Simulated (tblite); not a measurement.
Compound: C3H4Cl (doublet state).
SMILES with atom numbers: `[CH3:1]/[CH:2]=[C:3]\[Cl:4]` (hydrogens: H5, H6, H7 on C1; H8 on C2)

The geometry is computed with GFN2-xTB (gas phase). This method treats the open shell by occupation alone, without spin polarisation.

What internal coordinates does the optimisation give?

```json
{"bond": "C1–C2", "length (bohr)": "2.857", "order": "single"}
{"bond": "C2=C3", "length (bohr)": "2.459", "order": "double"}
{"bond": "C3–Cl4", "length (bohr)": "3.134", "order": "single"}
{"bond": "C1–H5, C1–H6, C1–H7", "length (bohr)": "2.056", "order": "single"}
{"bond": "C2–H8", "length (bohr)": "2.044", "order": "single"}
```

Bonds in one row agree within 0.02 bohr and their mean is given. Orders are formal, as drawn. A selection of angles:
```json
{"angle": "C2–C1–H5", "degrees": "110.6"}
{"angle": "C2–C1–H6", "degrees": "109.5"}
{"angle": "H5–C1–H6", "degrees": "109.3"}
{"angle": "H6–C1–H7", "degrees": "108.5"}
{"angle": "C1–C2–C3", "degrees": "126.5"}
{"angle": "C1–C2–H8", "degrees": "115.1"}
{"angle": "C3–C2–H8", "degrees": "118.5"}
{"angle": "C2–C3–Cl4", "degrees": "136.2"}
```

Dihedral angles: C1–C2–C3–Cl4 0° (synperiplanar).

The 2 C–C bonds span 1.301 Å (C2=C3, drawn double) to 1.512 Å (C1–C2, drawn single), a spread of 0.211 Å. Of the pairs four or more bonds apart, Cl4···H5 is among the closest relative to their van der Waals radii: 2.97 Å, 101 % of the sum of Bondi's values. C3 (carbon bonded to C and Cl) is bent (angle 136.2°). C2 (carbon bonded to 2 C and H) is planar (angles 126.5°, 118.5° and 115.1°, sum 360.0°, 0.00 Å off the plane of its three neighbours). The 4 heavy atoms lie in one plane (0.001 Å rms).

Point group: Cs (every atom within 0.08 Å of its image). Its GFN2-xTB frequencies are all real (lowest 124 cm⁻¹). 3 starts were optimised and ended at 0.00, 0.00 and 0.66 kcal/mol (GFN2-xTB); the lowest of these is shown.
